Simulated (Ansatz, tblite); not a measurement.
**The cluster PbI2: one state, many levels**

One table from this session's results is given with a row withheld; the runs are named, their logs left out.

Method: as each input shows; program: Ansatz 0.2.0, Gaussian basis.

Levels to be run: GFN1-xTB, GFN2-xTB, PBE-D4/def2-TZVP, r2SCAN-D4/def2-TZVP, PBE-QIDH/def2-TZVP, LC-ωPBE/def2-TZVP, ωB97M-V/def2-TZVP, B97M-V/def2-TZVP, r2SCAN0-D4/def2-TZVP, PBE-D4/def2-SVP, PBE0-D4/def2-SVP, PBE0-D4/def2-TZVPD, PBE-D4/def2-TZVPD, r2SCAN-D4/def2-TZVPD, CCSD(T)/def2-TZVPP, MP2/def2-TZVP, RPA/def2-TZVP.

### The structure

The geometry is that of the singlet, from an earlier relaxation (PBE0-D4/def2-SVP). At that level it is the lowest of the isomers that a small search found.

3 atoms, charge 0, spin multiplicity 1.

Bond lengths: Pb1–I2 2.826 Å, Pb1–I3 2.826 Å. Angles: I2–Pb1–I3 101.1°.

I, Pb take a core potential in the def2 sets. No spin-orbit coupling is included.

PBE0-D4/def2-TZVP was run before; its log isn't repeated, and its numbers join the tables.

The first run:

Tight binding, by tblite at 300 K electronic temperature and without a spin-polarisation term:

```python
tblite.interface.Calculator('GFN1-xTB', numbers, positions, charge=0, uhf=0).singlepoint()
```

Tight binding, by tblite at 300 K electronic temperature and without a spin-polarisation term:

```python
tblite.interface.Calculator('GFN2-xTB', numbers, positions, charge=0, uhf=0).singlepoint()
```

start.molden holds the orbitals of an earlier run on this state, given as this run's starting guess.

in.yaml reads:

```yaml
crystal:
  periodic: [false, false, false]
  atoms:
    - {symbol: Pb, position_ang: [0.106178, 0.544303, 1.061650]}
    - {symbol: I, position_ang: [-2.054293, -0.948106, 0.015895]}
    - {symbol: I, position_ang: [1.948105, 0.403803, -1.077555]}
basis:
  gaussian: {orbitals: def2-TZVP, initial_orbitals: start.molden}
hamiltonian: {xc: pbe, dispersion: d4}
scf: {omitted_lower_state_checks: [starts]}
output: {orbitals: {seedname: orbitals}}
```

Started as:

```sh
$ ansatz run in.yaml --threads 4 --pin off --events-out ev --progress --plain --max-ram 3916MiB
```

Among the steps run: PBE-D4/def2-TZVP; r2SCAN-D4/def2-TZVP; PBE-QIDH/def2-TZVP; LC-ωPBE/def2-TZVP; ωB97M-V/def2-TZVP; B97M-V/def2-TZVP; r2SCAN0-D4/def2-TZVP; PBE-D4/def2-SVP; PBE0-D4/def2-SVP; PBE0-D4/def2-TZVPD; PBE-D4/def2-TZVPD; r2SCAN-D4/def2-TZVPD; CCSD(T)/def2-TZVPP; MP2/def2-TZVP; RPA/def2-TZVP.

One of the session's tables, all rows but one given; the rest of the session is left out.

| level | HOMO (eV) | LUMO (eV) | gap (eV) |
| --- | --- | --- | --- |
| PBE-D4/def2-SVP | -6.09 | -3.85 | 2.24 |
| PBE-D4/def2-TZVP | -6.17 | -3.88 | 2.29 |
| PBE-D4/def2-TZVPD | -6.20 | -3.90 | 2.29 |
| r2SCAN-D4/def2-TZVP | -6.45 | -3.82 | 2.63 |
| r2SCAN-D4/def2-TZVPD | -6.46 | -3.83 | 2.64 |
| B97M-V/def2-TZVP | -6.41 | -3.84 | 2.57 |
| PBE0-D4/def2-SVP | -7.18 | -3.32 | 3.86 |
| PBE0-D4/def2-TZVP | ? | ? | ? |
| PBE0-D4/def2-TZVPD | -7.25 | -3.33 | 3.92 |
| r2SCAN0-D4/def2-TZVP | -7.43 | -3.28 | 4.15 |
| LC-ωPBE/def2-TZVP | -9.58 | -1.48 | 8.11 |
| ωB97M-V/def2-TZVP | -9.20 | -1.69 | 7.51 |

Estimate the missing values for PBE0-D4/def2-TZVP.

As computed: HOMO (eV): -7.24; LUMO (eV): -3.31; gap (eV): 3.92. In the column «HOMO (eV)» it lies between PBE0-D4/def2-TZVPD (-7.25) and PBE0-D4/def2-SVP (-7.18).
